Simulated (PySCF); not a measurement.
## TDDFT excited states: C5H13N

C₅H₁₃N.
SMILES: `C(C)(C)N(C)C`

Method: PySCF 2.14.0, density-fitted response routines, TDDFT PBE0/def2-SVPD, vertical, gas phase, core orbitals frozen in the response. Isolated species at its GFN2-xTB geometry (one conformer only). Torsions of this conformer, `[CH3:1][CH:2]([CH3:3])[N:4]([CH3:5])[CH3:6]`: C1–C2–N4–C5 -75°.

```csv
state,E (eV),λ (nm),ν̃ (cm⁻¹),f,"main configurations (H = HOMO, L = LUMO)"
S1,5.52,224.7,44510,0.0037,H→L (98%)
S2,6.28,197.4,50660,0.0021,"H→L+2 (77%), H→L+1 (22%)"
S3,6.34,195.4,51170,0.024,"H→L+1 (76%), H→L+2 (21%)"
S4,6.54,189.7,52710,0.016,H→L+3 (97%)
S5,7.05,175.9,56850,0.0068,H→L+4 (96%)
S6,7.29,170.0,58820,0.013,H→L+5 (85%)
S7,7.59,163.4,61220,0.025,"H→L+6 (88%), H→L+5 (9%)"
S8,7.92,156.5,63900,0.0025,"H→L+7 (49%), H→L+8 (37%)"
```

Triplets (Tamm–Dancoff): T1 5.41 eV, H→L (96%); T2 6.20 eV, H→L+2 (88%), H→L+1 (10%); T3 6.27 eV, H→L+1 (85%), H→L+2 (9%).

The lowest singlet comes at 225 nm (532 kJ/mol) in the ultraviolet; it is very weak; its leading configuration is HOMO→LUMO (98%). The largest oscillator strength of a single state is 0.025. Löwdin shares by element: HOMO nitrogen 56%, carbon 22% or more (atoms not listed hold the other 22%); LUMO carbon 42% or more (atoms not listed hold the other 58%). Of the 8 states listed, 4 reach f = 0.01 and none stays under 0.0005. Weighted by f, the mean energy of these states is 6.90 eV. The listed states span 2.40 eV, and the widest gap between neighbours is 0.76 eV (S1 to S2). Singlets were solved by full linear response, triplets in the Tamm–Dancoff approximation.

The run took 46 s of wall time on an Arm Neoverse V1 with one thread (shared host).
